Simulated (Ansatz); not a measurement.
**C2H3NO: taking an electron away**

One table from this session's results is given with a row withheld; the runs are named, their logs left out.

Method: unrestricted cation, the program's frozen cores in correlated methods; program: Ansatz 0.2.0, Gaussian basis.

The runs, in order: UKS PBE-D4/def2-TZVPP; UKS r2SCAN-D4/def2-TZVPP; UKS PBE0-D4/def2-TZVPP; UKS B3LYP-D4/def2-TZVPP; UKS wB97X-V/def2-TZVPP; UKS wB97M-V/def2-TZVPP; UKS B2PLYP/def2-TZVPP; UHF-CCSD(T)/def2-TZVPP; UHF-MP2/def2-QZVPP; extrapolation to the limit; then −ε(HOMO) from the neutral's earlier runs with LDA (SPW92), PBE-D4, revPBE-D4, BLYP-D4, r2SCAN-D4, B97M-V, PBE0-D4, B3LYP-D4, r2SCANh-D4, r2SCAN0-D4, HSE06-D4, BHLYP-D4, CAM-B3LYP-D4, LC-ωPBE, ωB97X-V, ωB97M-V.

## Structure used throughout

The geometry comes from an earlier relaxation with PBE0-D4 in a triple-zeta def2 set; it is a stationary point, not always the lowest conformer.

SMILES `OC1=CN1`, 7 atoms, charge 0, spin multiplicity 1.

Atoms are counted from 1 here; the program's logs count them from 0.

Bond lengths: O1–C2 1.313 Å, O1–H5 0.965 Å, C2–C3 1.275 Å, C2–N4 1.427 Å, C3–N4 1.586 Å, C3–H6 1.070 Å, N4–H7 1.024 Å. Angles: C2–O1–H5 108.3°, O1–C2–C3 152.4°, O1–C2–N4 135.7°, C3–C2–N4 71.7°, C2–C3–N4 58.6°, C2–C3–H6 156.8°, N4–C3–H6 134.8°, C2–N4–C3 49.7°, C2–N4–H7 109.2°, C3–N4–H7 107.3°.

Coordinates:

| atom | x (Å) | y (Å) | z (Å) |
| --- | --- | --- | --- |
| O1 | -0.9259 | 1.2959 | -0.4108 |
| C2 | -0.1552 | 0.3354 | 0.0459 |
| C3 | 0.6679 | -0.1464 | 0.8915 |
| N4 | 0.0468 | -1.0437 | -0.2599 |
| H5 | -1.4088 | 0.9587 | -1.1750 |
| H6 | 1.0828 | -0.3421 | 1.8585 |
| H7 | 0.7537 | -1.1259 | -0.9960 |

The first run:

File in.yaml:

```yaml
crystal:
  periodic: [false, false, false]
  atoms:
    - {symbol: O, position_ang: [-0.925855, 1.295879, -0.410757]}
    - {symbol: C, position_ang: [-0.155204, 0.335388, 0.045896]}
    - {symbol: C, position_ang: [0.667874, -0.146409, 0.891482]}
    - {symbol: N, position_ang: [0.046799, -1.043681, -0.259924]}
    - {symbol: H, position_ang: [-1.408793, 0.958723, -1.174996]}
    - {symbol: H, position_ang: [1.082772, -0.342054, 1.858476]}
    - {symbol: H, position_ang: [0.753706, -1.125946, -0.995979]}
basis:
  gaussian: {orbitals: def2-TZVPP}
total_charge: 1
magnetization: {spin_polarized: true, initial_magnetization: 1}
hamiltonian: {xc: pbe, dispersion: d4}
```

Command:

```bash
ansatz run in.yaml --threads 2 --pin off --events-out ev --progress --plain --max-ram 4352MiB
```

Steps of the session up to this table: Cation, UKS PBE-D4/def2-TZVPP; Cation, UKS r2SCAN-D4/def2-TZVPP; Cation, UKS PBE0-D4/def2-TZVPP; Cation, UKS B3LYP-D4/def2-TZVPP; Cation, UKS wB97X-V/def2-TZVPP; Cation, UKS wB97M-V/def2-TZVPP; Cation, UKS B2PLYP (frozen core)/def2-TZVPP; Cation, UHF-CCSD(T)/def2-TZVPP; Cation, UHF-MP2/def2-QZVPP.

One of the session's tables, all rows but one given; the rest of the session is left out.

It belongs to the step «Ionisation energies side by side». Orbital estimates, from the neutral's runs:

| functional | −ε(HOMO) (eV) |
| --- | --- |
| LDA (SPW92) | 4.72 |
| PBE-D4 | 4.58 |
| revPBE-D4 | 4.52 |
| BLYP-D4 | 4.49 |
| r2SCAN-D4 | 4.76 |
| B97M-V | ? |
| PBE0-D4 | 5.86 |
| B3LYP-D4 | 5.67 |
| r2SCANh-D4 | 5.25 |
| r2SCAN0-D4 | 5.98 |
| HSE06-D4 | 5.45 |
| BHLYP-D4 | 7.04 |
| CAM-B3LYP-D4 | 7.27 |
| LC-ωPBE | 8.63 |
| ωB97X-V | 8.25 |
| ωB97M-V | 8.16 |

**Question.** Estimate the row for B97M-V.

The run gave: −ε(HOMO) (eV): 4.85. In the column «−ε(HOMO) (eV)» it lies between r2SCAN-D4 (4.76) and r2SCANh-D4 (5.25).
